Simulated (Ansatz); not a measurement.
```yaml
crystal:
  periodic: [false, false, false]
  atoms:
    - {symbol: N, position_ang: [0.762339, 1.255120, 0.194067]}
    - {symbol: C, position_ang: [0.668604, 0.017348, 0.059657]}
    - {symbol: Cl, position_ang: [2.016491, -1.097016, 0.067600]}
    - {symbol: C, position_ang: [-0.660077, -0.646664, -0.127545]}
    - {symbol: O, position_ang: [-1.701179, 0.274330, -0.127209]}
    - {symbol: H, position_ang: [1.709627, 1.598939, 0.314652]}
    - {symbol: H, position_ang: [-0.783883, -1.385779, 0.675746]}
    - {symbol: H, position_ang: [-0.626866, -1.207604, -1.071551]}
    - {symbol: H, position_ang: [-1.296557, 1.145227, -0.002417]}
basis:
  gaussian: {orbitals: def2-TZVPD}
hamiltonian: {xc: {name: PBE0-DH}}
accuracy: high
scf: {lower_state_search: full}
multiplicity: 3
output: {forces: true}
```

```sh
$ ansatz run in.yaml --threads 2 --pin off --events-out ev --progress --plain --max-ram 4352MiB
```

(1) How does Ansatz answer? (An estimate is asked.)

Results:

(1) Computed: The program refused the input.
```
Error: YAML parse error: error: line 18 column 1: unknown field `multiplicity`, expected one of crystal, accuracy, basis, kpoints, hamiltonian, magnetization, projection, total_charge, correlation, batch, efield, external_charges, scf, relax, neb, saddle, md, ramp, phonons, dielectric, real_time, elastic, magnetic_configurations, gw, evaluate, workflow, output, checkpoint, execution
16 | accuracy: high
17 | scf: {lower_state_search: full}
18 | multiplicity: 3
19 | output: {forces: true}
```
